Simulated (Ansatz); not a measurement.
Input for Ansatz (development build ahead of 0.2.0):

```yaml
crystal:
  periodic: [false, false, false]
  atoms:
    - { symbol: S, position_ang: [0.0, 0.0, -0.0864] }
    - { symbol: H, position_ang: [0.0, 0.0, 1.38244] }
basis:
  gaussian: { orbitals: cc-pVDZ }
total_charge: -1
hamiltonian:
  xc: hf
correlation:
  method: mp2
  frozen_orbitals: { H: 0, S: 5 }
```

The input is written out in the form of the current development build from the run's settings.

Output:

- Converged: yes
- Reference energy: -398.10246 hartree
- Correlation energy: -0.13768 hartree
- Total energy: -398.24014 hartree
- Spin squared of the determinant: 0.000

Caution: no diffuse functions for an anion.
